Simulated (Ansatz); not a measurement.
One geometry of the cluster Li₂S⁻, several levels of theory.

```yaml
crystal:
  periodic: [false, false, false]
  atoms:
    - {symbol: Li, position_ang: [-0.684080, 1.210642, -0.634212]}
    - {symbol: Li, position_ang: [-0.324375, -1.131546, 0.974811]}
    - {symbol: S, position_ang: [1.008455, -0.079106, -0.340589]}
basis:
  gaussian: {orbitals: def2-TZVPD, initial_orbitals: start.molden}
total_charge: -1
magnetization: {spin_polarized: true, initial_magnetization: 1}
hamiltonian: {xc: {text: "exchange = 0.50*pbe_x + 0.50*exact_x\ncorrelation = pbe_c"}}
scf: {omitted_lower_state_checks: [starts]}
output: {orbitals: {seedname: orbitals}}
```

The file start.molden holds the orbitals of an earlier run on this structure, at another level or in another basis.

```sh
$ ansatz run in.yaml --threads 4 --pin off --events-out ev --progress --plain --max-ram 3916MiB
```

It prints (some lines left out):

```
Functional definition: unnamed
675 factors; their error is unknown
mean field evaluation 1: about -11243.4586 eV, gradient 5.8e0 eV
mean field evaluation 2: about -11243.5020 eV, gradient 1.0e-1 eV
mean field evaluation 4: about -11243.5638 eV, gradient 4.8e-3 eV
mean field evaluation 8: about -11243.5638 eV, gradient 2.5e-5 eV
mean field -11243.56375144 eV, -413.1933467042 hartree, gradient 2.5e-5 eV, S^2 0.751001; 0 other end points of the search recorded, 0 dependent functions left out
reference -11243.56377436 eV, -413.1933475466 hartree; 12, 11 occupied and 68, 69 virtual orbitals, 675 factors
Total energy: -11243.56377436 eV, -413.1933475466 hartree
Checks for a lower state left out: starts
```

It took 0.7 s on 4 threads of Arm Neoverse V1 on a shared host.

The first input with `gaussian: {orbitals: def2-SVPD, initial_orbitals: start.molden}`, `hamiltonian: {xc: pbe0, dispersion: d4}` (abridged; 0.75 s):

```
Functional definition: PBE0
mean field -11238.69604379 eV, -413.0144617476 hartree, gradient 8.0e-5 eV, S^2 0.751131
Total energy: -11238.72814891 eV, -413.0156415891 hartree
Checks for a lower state left out: starts
```

First input, but with `gaussian: {orbitals: 6-31G}`, `hamiltonian: {xc: {name: B3LYP}, dispersion: d4}` (abridged; 0.55 s):

```
Functional definition: B3LYP
mean field evaluation 16: about -11246.7595 eV, gradient 3.7e-5 eV
mean field -11246.75948058 eV, -413.3107875839 hartree, gradient 1.7e-5 eV, S^2 0.751410
Total energy: -11246.82435666 eV, -413.3131717359 hartree
Checks for a lower state left out: starts
```

As the first input, with `hamiltonian: {xc: pbe}`, `correlation: {method: rpa}` and without the key `output` (abridged; 0.85 s):

```
Functional definition: PBE
mean field -11241.43540137 eV, -413.1151312818 hartree, gradient 6.6e-6 eV, S^2 0.752009
5 core orbitals not correlated: weight in the atoms' cores, before any rotation towards them, 1.000 or more for the frozen orbitals, at most 0.000 for the correlated occupied ones
Total energy: -11237.73122190 eV, -412.9790051969 hartree
Checks for a lower state left out: starts
```

The first input with `hamiltonian: {xc: {name: wB97X-V}}` (abridged; 3 s):

```
Functional definition: wB97X-V
mean field -11245.08961454 eV, -413.2494211387 hartree, gradient 2.0e-5 eV, S^2 0.751143
Total energy: -11245.08961738 eV, -413.2494212433 hartree
Checks for a lower state left out: starts
```

The first input with `hamiltonian: {xc: {text: "exchange = 0.90*pbe_x + 0.10*exact_x\ncorrelation = pbe_c"}}` (abridged; 0.7 s):

```
Functional definition: unnamed
mean field -11241.83117228 eV, -413.1296755944 hartree, gradient 3.7e-6 eV, S^2 0.751725
Total energy: -11241.83120778 eV, -413.1296768990 hartree
Checks for a lower state left out: starts
```

The first input with `hamiltonian: {xc: hf}` (abridged; 0.25 s):

```
Functional definition: HF
mean field -11225.16462434 eV, -412.5171912547 hartree, gradient 2.0e-5 eV, S^2 0.752768
Total energy: -11225.16462434 eV, -412.5171912547 hartree
Checks for a lower state left out: starts
```

Geometry: r2SCAN-D4/def2-TZVPD.

B3LYP takes the VWN-RPA correlation. Correlated methods freeze 5 core orbitals; core or outer-core shells of Li are correlated, in sets that lack core-valence functions. At PBE0-D4/def2-SVPD, B3LYP-D4/6-31G, PBE with 10 % exact exchange/def2-TZVPD the highest occupied level of the charge -1 doublet lies above zero (up to 0.82 eV). By energy differences its removal costs 0.58 eV (vertical, to the charge 0 singlet, at CCSD(T)/def2-TZVPPD). The structure comes from a short search, and lower isomers may exist.
